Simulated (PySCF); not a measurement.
C4H9P.
SMILES with atom numbers: `[CH2:1]=[CH:2][P:3]([CH3:4])[CH3:5]` (hydrogens: H6, H7 on C1; H8 on C2; H9, H10, H11 on C4; H12, H13, H14 on C5)

Cartesian coordinates in Å at the PBE0-D3(BJ)/def2-SVP level; atoms count from 1:
```
atom  x, y, z in Å
C1     2.1168   -0.5644   -0.0755
C2     0.9937   -0.9344    0.5489
P3    -0.4377    0.1060    0.9706
C4    -0.2098    1.5374   -0.1701
C5    -1.7610   -0.8281    0.0715
H6     2.9492   -1.2622   -0.2071
H7     2.2611    0.4443   -0.4744
H8     0.9236   -1.9593    0.9381
H9     0.6195    2.1682    0.1827
H10   -1.1228    2.1512   -0.1485
H11   -0.0103    1.2245   -1.2076
H12   -1.5295   -0.9666   -0.9961
H13   -1.8898   -1.8158    0.5394
H14   -2.7144   -0.2869    0.1698
```

Computed with PySCF, PBE0-D3(BJ)/def2-SVP geometry optimisation, gas phase.

Masses are those of the commonest isotopes; rigid-rotor values at the optimised geometry. The values belong to one conformer with, in the numbering `[CH2:1]=[CH:2][P:3]([CH3:4])[CH3:5]`, C1–C2–P3–C4 19°.

Question: What are A, B and C (MHz)?

Answer: Ia = 93.22, Ib = 164.61, Ic = 213.08 u·Å²; 505379 MHz·u·Å²/I gives A = 5421, B = 3070, C = 2372 MHz.

Question: What kind of rotor is it?

Answer: An asymmetric top: κ = (2 × 3070 − 5421 − 2372)/(5421 − 2372) = -0.54.

Question: Is it planar, by Δ = Ic − Ia − Ib?

Answer: Not planar: Δ = Ic − Ia − Ib = -44.75 u·Å². For a rigid frame Δ = −2 Σ m c², so Σ m c² = 22.37 u·Å² lies off the ab plane: 5.67 from hydrogen and 16.70 from heavier atoms. The atom farthest from that plane is 1.66 Å away.

Question: List the rotational levels J(Ka,Kc) to J = 3 (cm⁻¹).

Answer: Above 0(0,0):
J = 1: 1(0,1) 0.1815, 1(1,1) 0.2600, 1(1,0) 0.2833
J = 2: 2(0,2) 0.5401, 2(1,2) 0.5997, 2(1,1) 0.6696, 2(2,1) 0.9049, 2(2,0) 0.9093
J = 3: 3(0,3) 1.0678, 3(1,3) 1.1068, 3(1,2) 1.2460, 3(2,2) 1.4495, 3(2,1) 1.4708, 3(3,1) 1.9024, 3(3,0) 1.9030
The levels of one J sum to (2J + 1)J(J + 1)(A + B + C)/3.

Question: Predict some low-J microwave lines.

Answer: The dipole components are |μa| = 0.10 D, |μb| = 0.12 D, |μc| = 1.17 D. Intensities carry the squares of the components, which stand as 0.01 : 0.01 : 1.00 (a : b : c). Some lines, for components of 0.1 D or more:

```
type  branch         J(Ka,Kc)    MHz  lower level (cm⁻¹)
   c       Q  2(1,2) ← 2(0,2)   1787               0.540
   c       Q  1(1,1) ← 1(0,1)   2351               0.182
   c       Q  3(2,2) ← 3(1,2)   6099               1.246
   c       R  1(1,0) ← 0(0,0)   8492               0.000
   b       Q  3(3,0) ← 3(2,1)  12956               1.471
   b       Q  3(3,1) ← 3(2,2)  13579               1.449
   b       R  3(0,3) ← 2(1,2)  14034               0.600
   b       R  2(2,1) ← 1(1,0)  18636               0.283
   b       R  3(2,2) ← 2(1,1)  23380               0.670
   c       R  3(2,1) ← 2(1,1)  24019               0.670
   c       R  3(2,2) ← 2(1,2)  25475               0.600
   b       R  3(2,1) ← 2(1,2)  26115               0.600
   b       R  3(3,1) ← 2(2,0)  29771               0.909
   c       R  3(3,1) ← 2(2,1)  29905               0.905
   b       R  3(3,0) ← 2(2,1)  29922               0.905
```

Question: Estimate the classical rotational partition function at 10 K, 100 K and 200 K.

Answer: Point group C1, symmetry number σ = 1; q = (√π/σ)·√((kT/h)³/(ABC)), k/h = 20836.6 MHz/K: 848 at 10 K, 26800 at 100 K, 75900 at 200 K.

No frequency check. No vibrational averaging or centrifugal distortion is included, and the geometry carries the error of its method. A rigid rotor knows nothing of internal rotation, which can split or shift real lines.
